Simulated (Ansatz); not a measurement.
Born–Oppenheimer molecular dynamics of AlBH$_{4}$S (7 atoms, charge 0, multiplicity 1). It goes on from the last frame of an earlier run, with new velocities.

Level of theory: UKS PBE0-D4/6-31G* (Ansatz 0.2.0).

```yaml
ensemble: NVT, Nosé–Hoover chain
time_step: 0.5 fs
steps_asked: 150
set_temperature: 300 K
thermostat: time constant 100 fs, chain length 5
seed: 27464
```

First frame:

```xyz
7
Properties=species:S:1:pos:R:3
Al -1.240 0.292 -0.396
B 0.665 0.409 0.515
S 1.980 -0.759 0.527
H -2.283 -0.860 -0.815
H -1.981 1.374 -1.311
H 1.028 1.485 0.934
H 1.478 -1.782 -0.182
```

Problem. How far do the bonds stretch over the last three quarters of this one trajectory? (Pairs bonded in most of those frames.)

Solution. 
```tsv
bond	mean (Å)	spread (Å)	shortest	longest
Al1–B2	2.143	0.016	2.12	2.17
Al1–H4	1.620	0.056	1.53	1.71
Al1–H5	1.613	0.056	1.53	1.71
B2–S3	1.787	0.015	1.76	1.80
B2–H6	1.201	0.017	1.18	1.23
S3–H7	1.352	0.014	1.33	1.37
```

Mean temperature of the second half: 397 K. The conserved energy stayed within 0.096 meV per atom of its start (net change 0.018 meV per atom), so the integration is sound. The mean temperature of the second half is 32 % above the set value. A run of 0.075 ps of so small a system gives no equilibrium averages.

Time of the run: 7.3 min on 1 thread of Arm Neoverse V2, on a shared host, peak memory 0.15 GiB.
